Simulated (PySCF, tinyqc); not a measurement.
G0W0 on RHF in the sto-3g basis, for BH, spin multiplicity 1, step by step. The lowest restricted solution is unstable here: a spin-polarised one lies 0.0055 hartree lower (PySCF). Computed by tinyqc, a small Python program that keeps every step (integrals from PySCF). Settings: charge = 0, multiplicity = 1, basis = sto-3g, method = RHF, energy threshold = 1e-10, iteration cap = 70, orthogonalisation = symmetric, start = core, DIIS depth = 6. Command: `OMP_NUM_THREADS=1 python tinyqc.py 24186 24187 out.jsonl` (the two numbers bound the seeds that draw the settings). One thread of a shared host (Intel(R) Xeon(R) Processor @ 2.60GHz), about 0.05 s of CPU time with the checks. The early iterations of the SCF are left out here.

## One-electron integrals

Geometry (angstrom):
```
atom         x         y         z
B     0.000000  0.000000  0.000000
H     0.000000  0.000000  1.773000
```

Basis sto-3g: exponents (1/bohr^2) and contraction coefficients of normalised primitives:
```
element  l (shell)   exponent  coefficient
B            s (1)  48.791113     0.154329
B            s (1)   8.887362     0.535328
B            s (1)   2.405267     0.444635
B            s (2)   2.236956    -0.099967
B            s (2)   0.519821     0.399513
B            s (2)   0.169062     0.700115
B            p (3)   2.236956     0.155916
B            p (3)   0.519821     0.607684
B            p (3)   0.169062     0.391957
H            s (1)   3.425251     0.154329
H            s (1)   0.623914     0.535328
H            s (1)   0.168855     0.444635
```

Overlap, kinetic and nuclear-attraction integrals over the contracted functions; the nuclear repulsion is the sum of Za Zb / Rab.

nuclear repulsion = 1.49232152 hartree

overlap S, lower triangle:
```
           1B 1s     1B 2s    1B 2px    1B 2py    1B 2pz     2H 1s
1B 1s   1.000000
1B 2s   0.269328  1.000000
1B 2px  0.000000  0.000000  1.000000
1B 2py  0.000000  0.000000  0.000000  1.000000
1B 2pz  0.000000  0.000000  0.000000  0.000000  1.000000
2H 1s   0.018167  0.227863  0.000000  0.000000  0.277288  1.000000
```

kinetic energy T (hartree), lower triangle:
```
            1B 1s     1B 2s    1B 2px    1B 2py    1B 2pz     2H 1s
1B 1s   10.826302
1B 2s   -0.047967  0.359168
1B 2px   0.000000  0.000000  1.123881
1B 2py   0.000000  0.000000  0.000000  1.123881
1B 2pz   0.000000  0.000000  0.000000  0.000000  1.123881
2H 1s   -0.005260  0.003241  0.000000  0.000000  0.045066  0.760032
```

nuclear attraction V (hartree), lower triangle:
```
             1B 1s      1B 2s     1B 2px     1B 2py     1B 2pz      2H 1s
1B 1s   -23.445853
1B 2s    -3.219747  -4.069228
1B 2px    0.000000   0.000000  -4.022197
1B 2py    0.000000   0.000000   0.000000  -4.022197
1B 2pz   -0.008371  -0.083975   0.000000   0.000000  -4.072083
2H 1s    -0.218374  -0.706085   0.000000   0.000000  -0.801945  -2.717183
```

core Hamiltonian H = T + V (hartree), lower triangle:
```
             1B 1s      1B 2s     1B 2px     1B 2py     1B 2pz      2H 1s
1B 1s   -12.619550
1B 2s    -3.267714  -3.710060
1B 2px    0.000000   0.000000  -2.898317
1B 2py    0.000000   0.000000   0.000000  -2.898317
1B 2pz   -0.008371  -0.083975   0.000000   0.000000  -2.948202
2H 1s    -0.223634  -0.702844   0.000000   0.000000  -0.756879  -1.957151
```

## Two-electron integrals

Functions are numbered as in S; the eight-fold symmetry (ij|kl) = (ji|kl) = (kl|ij) leaves the list below.

Two-electron integrals (ij|kl) in chemists' order, unique and non-zero (hartree):
```
(11|11) 2.923513   (21|11) 0.518376   (21|21) 0.109262   (22|11) 0.744229
(22|21) 0.193177   (22|22) 0.544804   (31|31) 0.020264   (32|31) 0.029996
(32|32) 0.120346   (33|11) 0.742491   (33|21) 0.193240   (33|22) 0.544682
(33|33) 0.586773   (41|41) 0.020264   (42|41) 0.029996   (42|42) 0.120346
(43|43) 0.031630   (44|11) 0.742491   (44|21) 0.193240   (44|22) 0.544682
(44|33) 0.523513   (44|44) 0.586773   (51|51) 0.020264   (52|51) 0.029996
(52|52) 0.120346   (53|53) 0.031630   (54|54) 0.031630   (55|11) 0.742491
(55|21) 0.193240   (55|22) 0.544682   (55|33) 0.523513   (55|44) 0.523513
(55|55) 0.586773   (61|11) 0.034796   (61|21) 0.007310   (61|22) 0.012980
(61|33) 0.012929   (61|44) 0.012929   (61|51) 0.000517   (61|52) 0.000961
(61|55) 0.013089   (61|61) 0.000504   (62|11) 0.111799   (62|21) 0.029631
(62|22) 0.095960   (62|33) 0.093039   (62|44) 0.093039   (62|51) 0.003188
(62|52) 0.021889   (62|55) 0.101697   (62|61) 0.002114   (62|62) 0.027342
(63|31) 0.002510   (63|32) 0.012716   (63|53) 0.003772   (63|63) 0.002439
(64|41) 0.002510   (64|42) 0.012716   (64|54) 0.003772   (64|64) 0.002439
(65|11) 0.118747   (65|21) 0.031811   (65|22) 0.108306   (65|33) 0.102979
(65|44) 0.102979   (65|51) 0.005251   (65|52) 0.034088   (65|55) 0.118831
(65|61) 0.002340   (65|62) 0.035623   (65|65) 0.047904   (66|11) 0.298064
(66|21) 0.080240   (66|22) 0.294068   (66|33) 0.279888   (66|44) 0.279888
(66|51) 0.008242   (66|52) 0.078550   (66|55) 0.321999   (66|61) 0.005735
(66|62) 0.118843   (66|65) 0.166303   (66|66) 0.774606
```

## Orthogonalisation

S = U s U^T; symmetric (Loewdin) form X = U s^(-1/2) U^T, so that X^T S X = 1.

eigenvalues of S: 0.597977  0.809497  1.000000  1.000000  1.173999  1.418527

X, lower triangle:
```
            1B 1s      1B 2s    1B 2px    1B 2py     1B 2pz     2H 1s
1B 1s    1.029318
1B 2s   -0.144646   1.051948
1B 2px   0.000000   0.000000  1.000000
1B 2py   0.000000   0.000000  0.000000  1.000000
1B 2pz  -0.004088   0.027213  0.000000  0.000000   1.031907
2H 1s    0.016524  -0.128250  0.000000  0.000000  -0.151236  1.054001
```

## Iteration 8 (converged): orbitals

converged F (hartree), lower triangle:
```
            1B 1s      1B 2s    1B 2px    1B 2py     1B 2pz      2H 1s
1B 1s   -7.376973
1B 2s   -2.150874  -1.020495
1B 2px   0.000000   0.000000  0.248340
1B 2py   0.000000   0.000000  0.000000  0.248340
1B 2pz  -0.015659   0.011417  0.000000  0.000000   0.009694
2H 1s   -0.151543  -0.256152  0.000000  0.000000  -0.280931  -0.166078
```

Diagonalise F' = X^T F X, C = X C', fill 3 alpha and 3 beta electrons from the bottom; D = 2 C_occ C_occ^T. Each column has its largest component positive (the first on a tie).

F' = X^T F X (hartree), lower triangle:
```
           1          2         3         4          5          6
1  -7.200539
2  -1.109638  -0.565559
3   0.000000   0.000000  0.248340
4   0.000000   0.000000  0.000000  0.248340
5  -0.031510   0.072517  0.000000  0.000000   0.096503
6   0.021542  -0.180080  0.000000  0.000000  -0.298168  -0.039904
```

orbital energies (hartree): MO1 -7.381257, MO2 -0.468371, MO3 -0.234133, MO4 0.248340, MO5 0.248340, MO6 0.374261

coefficients C:
```
              MO1        MO2        MO3       MO4        MO5        MO6
1B 1s    0.992702  -0.265256   0.133376  0.000000   0.000000  -0.084265
1B 2s    0.026199   0.879749  -0.503868  0.000000   0.000000   0.340848
1B 2px   0.000000   0.000000   0.000000  0.324734   0.945805   0.000000
1B 2py   0.000000   0.000000   0.000000  0.945805  -0.324734   0.000000
1B 2pz   0.002895   0.080815   0.575262  0.000000   0.000000   0.866600
2H 1s   -0.003485   0.349747   0.613045  0.000000   0.000000  -0.807684
```

D after iteration 8, lower triangle:
```
            1B 1s      1B 2s    1B 2px    1B 2py    1B 2pz     2H 1s
1B 1s    2.147213
1B 2s   -0.549109   2.057057
1B 2px   0.000000   0.000000  0.000000
1B 2py   0.000000   0.000000  0.000000  0.000000
1B 2pz   0.116327  -0.437367  0.000000  0.000000  0.674931
2H 1s   -0.028933  -0.002591  0.000000  0.000000  0.761832  0.996319
```

Within a degenerate level the vectors are fixed only up to a rotation; this is one choice.

## Convergence

Stop when the energy changes by less than 1e-10 hartree and every element of the error matrix X^T (F D S - S D F) X is below 3e-06.

Course of the cycle:
```
iteration   E (hartree)     change  largest element of the error matrix
1          -24.03564680          -                             3.80e-01
2          -24.58881957  -5.53e-01                             2.21e-01
3          -24.65850933  -6.97e-02                             5.34e-02
4          -24.66386578  -5.36e-03                             5.46e-03
5          -24.66389785  -3.21e-05                             8.21e-04
6          -24.66389877  -9.18e-07                             1.70e-05
7          -24.66389877  -4.70e-10                             1.74e-06
8          -24.66389877  -3.65e-12                             6.82e-10
```

PySCF RHF in the same basis = -24.66389877 hartree

Converged in 8 iterations.

## Integrals over molecular orbitals

(pq|rs) = sum C_ip C_jq C_kr C_ls (ij|kl), one index at a time.

one-electron integrals over orbitals h = C^T H C (hartree), lower triangle:
```
            1          2          3          4          5          6
1  -12.606958
2    0.324334  -2.938304
3   -0.153816   0.257247  -2.527197
4    0.000000   0.000000   0.000000  -2.898317
5    0.000000   0.000000   0.000000   0.000000  -2.898317
6    0.100954  -0.380547  -0.437004   0.000000   0.000000  -2.456072
```

Two-electron integrals over orbitals (pq|rs), unique and non-zero (hartree):
```
(11|11) 2.893051    (21|11) -0.288417   (21|21) 0.045645    (22|11) 0.649533
(22|21) -0.012243   (22|22) 0.472470    (31|11) 0.142364    (31|21) -0.021403
(31|22) 0.010834    (31|31) 0.018774    (32|11) -0.138077   (32|21) 0.007654
(32|22) -0.001695   (32|31) 0.007467    (32|32) 0.117739    (33|11) 0.549002
(33|21) -0.008103   (33|22) 0.430891    (33|31) -0.002562   (33|32) -0.000801
(33|33) 0.469792    (41|41) 0.021592    (42|41) 0.024384    (42|42) 0.088646
(43|41) -0.012005   (43|42) -0.039269   (43|43) 0.033482    (44|11) 0.742018
(44|21) -0.010615   (44|22) 0.481948    (44|31) 0.004906    (44|32) -0.076759
(44|33) 0.421223    (44|44) 0.586773    (51|51) 0.021592    (52|51) 0.024384
(52|52) 0.088646    (53|51) -0.012005   (53|52) -0.039269   (53|53) 0.033482
(54|54) 0.031630    (55|11) 0.742018    (55|21) -0.010615   (55|22) 0.481948
(55|31) 0.004906    (55|32) -0.076759   (55|33) 0.421223    (55|44) 0.523513
(55|55) 0.586773    (61|11) -0.091099   (61|21) 0.016147    (61|22) 0.002211
(61|31) 0.003586    (61|32) 0.016226    (61|33) -0.010480   (61|44) -0.003180
(61|55) -0.003180   (61|61) 0.019984    (62|11) 0.139433    (62|21) -0.003038
(62|22) 0.055580    (62|31) 0.012859    (62|32) -0.013319   (62|33) -0.024731
(62|44) 0.077589    (62|55) 0.077589    (62|61) 0.013032    (62|62) 0.089962
(63|11) 0.178508    (63|21) -0.004055   (63|22) 0.033584    (63|31) -0.003645
(63|32) -0.111710   (63|33) 0.003087    (63|44) 0.099603    (63|55) 0.099603
(63|61) -0.008487   (63|62) 0.056653    (63|63) 0.147288    (64|41) 0.007233
(64|42) 0.026972    (64|43) 0.003985    (64|64) 0.025806    (65|51) 0.007233
(65|52) 0.026972    (65|53) 0.003985    (65|65) 0.025806    (66|11) 0.606111
(66|21) -0.007512   (66|22) 0.472180    (66|31) 0.011561    (66|32) 0.052271
(66|33) 0.465492    (66|44) 0.439569    (66|55) 0.439569    (66|61) 0.007803
(66|62) 0.022809    (66|63) -0.025458   (66|66) 0.531307
```

## Screening: direct RPA

With D = e_a - e_i and K = (ia|jb): diagonalise D^(1/2) (D + 4K) D^(1/2) = Z w^2 Z^T; X + Y = D^(1/2) Z w^(-1/2), each column of Z with its largest component positive (the first on a tie); E_c = (sum w - tr (D + 2K)) / 2.

D^(1/2) (D + 4K) D^(1/2) (hartree^2), lower triangle:
```
           1>4        1>5        1>6        2>4        2>5       2>6       3>4       3>5
1>4  58.869713
1>5   0.000000  58.869713
1>6   0.000000   0.000000  60.767998
2>4   0.228083   0.000000   0.000000   0.767809
2>5   0.000000   0.228083   0.000000   0.000000   0.767809
2>6   0.000000   0.000000   0.133254   0.000000   0.000000  1.013249
3>4  -0.092133   0.000000   0.000000  -0.092368   0.000000  0.000000  0.297396
3>5   0.000000  -0.092133   0.000000   0.000000  -0.092368  0.000000  0.000000  0.297396
3>6   0.000000   0.000000  -0.073739   0.000000   0.000000  0.162254  0.000000  0.000000

          3>6
3>6  0.728579
```

excitation energies w (hartree): 0.529027  0.529027  0.809215  0.885604  0.885604  1.042407  7.672728  7.672728  7.795408

X + Y:
```
             1         2          3          4          5          6          7          8
1>4   0.003124  0.000001   0.000000  -0.012189   0.000002   0.000000   0.000000   0.997176
1>5  -0.000001  0.003124   0.000000  -0.000002  -0.012189   0.000000   0.997176   0.000000
1>6   0.000000  0.000000   0.006293   0.000000   0.000000  -0.004154   0.000000   0.000000
2>4   0.216062  0.000039   0.000000   0.883964  -0.000137   0.000000   0.000000   0.001201
2>5  -0.000039  0.216062   0.000000   0.000137   0.883964   0.000000   0.001201   0.000000
2>6   0.000000  0.000000  -0.421471   0.000000   0.000000   0.818810   0.000000   0.000000
3>4   0.938389  0.000168   0.000000  -0.137009   0.000021   0.000000   0.000000  -0.000396
3>5  -0.000168  0.938389   0.000000  -0.000021  -0.137009   0.000000  -0.000396   0.000000
3>6   0.000000  0.000000   0.789666   0.000000   0.000000   0.315542   0.000000   0.000000

             9
1>4   0.000000
1>5   0.000000
1>6   0.997435
2>4   0.000000
2>5   0.000000
2>6   0.000732
3>4   0.000000
3>5   0.000000
3>6  -0.000341
```

RPA correlation energy = -0.06585294 hartree

Within a degenerate level the vectors are fixed only up to a rotation; this is one choice.

## G0W0 on Hartree-Fock: HOMO

W(p,q,m) = sqrt2 sum_ia (pq|ia) (X+Y)_ia,m; Sigma_c(x) = sum_(i,m) W^2/(x - e_i + w_m) + sum_(a,m) W^2/(x - e_a - w_m); solve x = e_p + Sigma_c(x) by Newton steps; Z = 1/(1 - dSigma/dx); 1 hartree = 27.211386 eV.

The 12 largest terms at x = e_p (hartree; W for the signs of X + Y given):
```
q  m          W       term
2  3  -0.116670   0.013045
6  3   0.130641  -0.012039
6  6   0.131379  -0.010456
2  6  -0.065368   0.003347
4  4  -0.055372  -0.002241
5  5  -0.055372  -0.002241
4  1   0.032381  -0.001037
5  2   0.032381  -0.001037
3  6  -0.027199   0.000710
3  3   0.018096   0.000405
2  9   0.022928   0.000065
5  7  -0.017015  -0.000036
```

Newton steps (hartree):
```
step          x  Sigma_c(x)         Z
0     -0.234133   -0.011498  0.964800
1     -0.245227   -0.011093  0.964770
2     -0.245227   -0.011093  0.964770
```

quasiparticle energy of the HOMO = -6.672953 eV

Hartree-Fock value = -6.371088 eV

## G0W0 on Hartree-Fock: LUMO

As before.

The 12 largest terms at x = e_p (hartree; W for the signs of X + Y given):
```
q  m          W       term
4  6   0.134311  -0.017306
2  4   0.118006   0.008691
4  3   0.064957  -0.005214
3  4  -0.055372   0.002241
6  4   0.032821  -0.001065
3  1   0.032381   0.001037
2  1  -0.024920   0.000498
6  1   0.013562  -0.000281
2  8   0.034560   0.000142
1  4   0.032437   0.000124
1  8   0.030498   0.000061
3  8  -0.017015   0.000036
```

Newton steps (hartree):
```
step         x  Sigma_c(x)         Z
0     0.248340   -0.011044  0.968001
1     0.237650   -0.010693  0.968385
2     0.237648   -0.010693  0.968385
```

quasiparticle energy of the LUMO = 6.466718 eV

Hartree-Fock value = 6.757676 eV
